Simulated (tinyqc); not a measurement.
Coupled-perturbed Hartree-Fock on RHF in the sto-3g basis, for BH3, spin multiplicity 1, step by step. One step of it, computed by the program tinyqc.

Question. Orthogonalisation. S = U s U^T; symmetric (Loewdin) form X = U s^(-1/2) U^T, so that X^T S X = 1.

overlap S, order 1B 1s, 1B 2s, 1B 2px, 1B 2py, 1B 2pz, 2H 1s, 3H 1s, 4H 1s:
```
[[1.000000, 0.269328, 0.000000, 0.000000, 0.000000, 0.067707, 0.067793, 0.067793],
 [0.269328, 1.000000, 0.000000, 0.000000, 0.000000, 0.479954, 0.480242, 0.480242],
 [0.000000, 0.000000, 1.000000, 0.000000, 0.000000, 0.490780, -0.245598, -0.245598],
 [0.000000, 0.000000, 0.000000, 1.000000, 0.000000, 0.000000, 0.425122, -0.425122],
 [0.000000, 0.000000, 0.000000, 0.000000, 1.000000, -0.006228, -0.006233, -0.006233],
 [0.067707, 0.479954, 0.490780, 0.000000, -0.006228, 1.000000, 0.110318, 0.110318],
 [0.067793, 0.480242, -0.245598, 0.425122, -0.006233, 0.110318, 1.000000, 0.110495],
 [0.067793, 0.480242, -0.245598, -0.425122, -0.006233, 0.110318, 0.110495, 1.000000]]
```

Give: eigenvalues of S; X.

Answer.

eigenvalues of S: [0.2493, 0.3410, 0.3411, 0.9520, 1.0002, 1.5485, 1.5486, 2.0193]

X, order 1B 1s, 1B 2s, 1B 2px, 1B 2py, 1B 2pz, 2H 1s, 3H 1s, 4H 1s:
```
[[1.0336, -0.1821, 0.0000, 0.0000, 0.0005, 0.0279, 0.0279, 0.0279],
 [-0.1821, 1.4512, -0.0003, 0.0000, -0.0053, -0.3550, -0.3555, -0.3555],
 [0.0000, -0.0003, 1.2164, 0.0000, 0.0000, -0.3692, 0.1849, 0.1849],
 [0.0000, 0.0000, 0.0000, 1.2164, 0.0000, 0.0000, -0.3200, 0.3200],
 [0.0005, -0.0053, 0.0000, 0.0000, 1.0001, 0.0045, 0.0045, 0.0045],
 [0.0279, -0.3550, -0.3692, 0.0000, 0.0045, 1.2816, -0.0177, -0.0177],
 [0.0279, -0.3555, 0.1849, -0.3200, 0.0045, -0.0177, 1.2820, -0.0176],
 [0.0279, -0.3555, 0.1849, 0.3200, 0.0045, -0.0177, -0.0176, 1.2820]]
```
